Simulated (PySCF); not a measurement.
```xyz
3
charge 0 multiplicity 1, angstrom
O     0.0000    0.0000   -0.0667
H     0.7667    0.0000    0.5292
H    -0.7667    0.0000    0.5292
```

Method: PBE in PySCF with O def2-TZVP, H def2-TZVP; no relativity; density-fitted integrals.

This geometry of H₂O is a stationary point at this level.

Question: What is the point group?

Answer: C2v.

Question: Is it a minimum?

Answer: Yes: all harmonic wavenumbers are real.

Question: Which band is strongest in the infrared?

Answer: 1584 cm⁻¹ (a1), 72 km/mol.

Question: Give the atomic charges and bond orders.

Answer: 
```csv
atom,Mulliken,Löwdin,polar tensor,Mayer order to O1
O1,-0.62,-0.31,-0.50,–
"H2,3",0.31,0.16,0.25,0.91
```

Question: What is the atomisation energy, with and without zero-point energy?

Answer: 966 kJ/mol without, 911 kJ/mol with.
